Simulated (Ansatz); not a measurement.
System: pyrite RuS2. Method: RPBE in Ansatz (plane waves, PAW).

Input:

Ansatz 0.2 input:
```yaml
crystal:
  lattice:
    - [5.6830443309, 0.0, 0.0]
    - [0.0, 5.6830443309, 0.0]
    - [0.0, 0.0, 5.6830443309]
  atoms:
    - { symbol: Ru, position: [0.0, 0.5, 0.5] }
    - { symbol: Ru, position: [0.5, 0.0, 0.5] }
    - { symbol: Ru, position: [0.0, 0.0, 0.0] }
    - { symbol: Ru, position: [0.5, 0.5, 0.0] }
    - { symbol: S, position: [0.613094537, 0.886905463, 0.113094537] }
    - { symbol: S, position: [0.113094537, 0.613094537, 0.886905463] }
    - { symbol: S, position: [0.613094537, 0.613094537, 0.613094537] }
    - { symbol: S, position: [0.386905463, 0.386905463, 0.386905463] }
    - { symbol: S, position: [0.886905463, 0.113094537, 0.613094537] }
    - { symbol: S, position: [0.886905463, 0.386905463, 0.113094537] }
    - { symbol: S, position: [0.113094537, 0.886905463, 0.386905463] }
    - { symbol: S, position: [0.386905463, 0.113094537, 0.886905463] }
basis:
  ecutwfc: 520
  ecutrho_ratio: 4
  xc_grid: 2
kpoints:
  mp_grid: { grid: [6, 6, 6] }
  band_path:
    path:
      - [0.0, 0.0, 0.0]
      - [0.0, 0.1, 0.0]
      - [0.0, 0.2, 0.0]
      - [0.0, 0.3, 0.0]
      - [0.0, 0.4, 0.0]
      - [0.0, 0.5, 0.0]
      - [0.1, 0.5, 0.0]
      - [0.2, 0.5, 0.0]
      - [0.3, 0.5, 0.0]
      - [0.4, 0.5, 0.0]
      - [0.5, 0.5, 0.0]
      - [0.428571, 0.428571, 0.0]
      - [0.357143, 0.357143, 0.0]
      - [0.285714, 0.285714, 0.0]
      - [0.214286, 0.214286, 0.0]
      - [0.142857, 0.142857, 0.0]
      - [0.071429, 0.071429, 0.0]
      - [0.055556, 0.055556, 0.055556]
      - [0.111111, 0.111111, 0.111111]
      - [0.166667, 0.166667, 0.166667]
      - [0.222222, 0.222222, 0.222222]
      - [0.277778, 0.277778, 0.277778]
      - [0.333333, 0.333333, 0.333333]
      - [0.388889, 0.388889, 0.388889]
      - [0.444444, 0.444444, 0.444444]
      - [0.5, 0.5, 0.5]
      - [0.428571, 0.5, 0.428571]
      - [0.357143, 0.5, 0.357143]
      - [0.285714, 0.5, 0.285714]
      - [0.214286, 0.5, 0.214286]
      - [0.142857, 0.5, 0.142857]
      - [0.071429, 0.5, 0.071429]
      - [0.5, 0.5, 0.4]
      - [0.5, 0.5, 0.3]
      - [0.5, 0.5, 0.2]
      - [0.5, 0.5, 0.1]
      - [0.5, 0.4, 0.0]
      - [0.5, 0.3, 0.0]
      - [0.5, 0.2, 0.0]
      - [0.5, 0.1, 0.0]
      - [0.5, 0.0, 0.0]
    npoints: 1
hamiltonian:
  xc: rpbe
  dispersion: none
  pseudopotentials: { kind: paw }
scf:
  occupations: { method: fermi_dirac, width: 0.01 }
  convergence: { dr2_threshold: 0.0000000012 }
output:
  forces: true
  stress: true
  eigenvalues: true
  write_bands: true
```

Output (set-up and result lines):

```
Crystal: 12 atoms, lattice volume = 183.545 Å³
Basis set: ecut = 520 eV, 4945 PW (Γ), exchange–correlation on 90×90×90 points (8 copies of the dense FFT grid, shifted against one another)
Bands: 68, of which v1, the nominal top of the filled ones, is band 56 counted from 1 (55 counted from 0)
Symmetry: 24 space group operations
Space group: Pa-3 (ITA 205), of the structure as read, at distance tolerance 5.7e-5 Å
k-points: 24 of 216
Functional: x = rpbe, c = pbe(β = 0.06672455060314922)
SCF iter   1: F=—  HF=-30794.001569 eV  |F-HF|=—  |Δ(HF+E_count)|=         —  Δρ=4.61e-3  dr2=4.70e-2
SCF iter   2: F=—  HF=-30793.999220 eV  |F-HF|=—  |Δ(HF+E_count)|=   2.35e-3  Δρ=2.07e-3  dr2=7.46e-3
  ...
SCF iter   7: F=—  HF=-30794.000706 eV  |F-HF|=—  |Δ(HF+E_count)|=   3.16e-8  Δρ=1.03e-6  dr2=1.56e-9
SCF iter   8: F=-30794.000706 eV  HF=-30794.000706 eV  |F-HF|=6.18e-11  |Δ(HF+E_count)|=   1.16e-9  Δρ=2.27e-7  dr2=7.92e-11
SCF 1 converged in 8 iterations: F = -30794.000706 eV  dr2 = 7.92e-11
SCF converged after 8 iterations
Free energy (F): -30794.000706 eV
Internal energy: -30794.000706 eV  (E = F + TS)
E sigma→0 (E₀):  -30794.000706 eV
Fermi energy:    13.112642 eV
--- Forces (eV/Å), atoms counted from 1 ---
  atom   1  Ru     0.00000000    -0.00000000    -0.00000000
  atom   2  Ru     0.00000000    -0.00000000     0.00000000
  atom   3  Ru     0.00000000    -0.00000000     0.00000000
  atom   4  Ru     0.00000000     0.00000000     0.00000000
  atom   5  S      0.00038772    -0.00038772     0.00038772
  atom   6  S      0.00038772     0.00038772    -0.00038772
  atom   7  S      0.00038772     0.00038772     0.00038772
  atom   8  S     -0.00038772    -0.00038772    -0.00038772
  atom   9  S     -0.00038772     0.00038772     0.00038772
  atom  10  S     -0.00038772    -0.00038772     0.00038772
  atom  11  S      0.00038772    -0.00038772    -0.00038772
  atom  12  S     -0.00038772     0.00038772    -0.00038772
--- Stress (GPa, compression-positive) ---
        0.006861       0.000000       0.000000
        0.000000       0.006861       0.000000
        0.000000       0.000000       0.006861
  P = ⅓ Tr σ = 0.0069 GPa (0.069 kbar)
```

The PAW data were made under PBE.

Ansatz is a quantum-chemistry and plane-wave program.
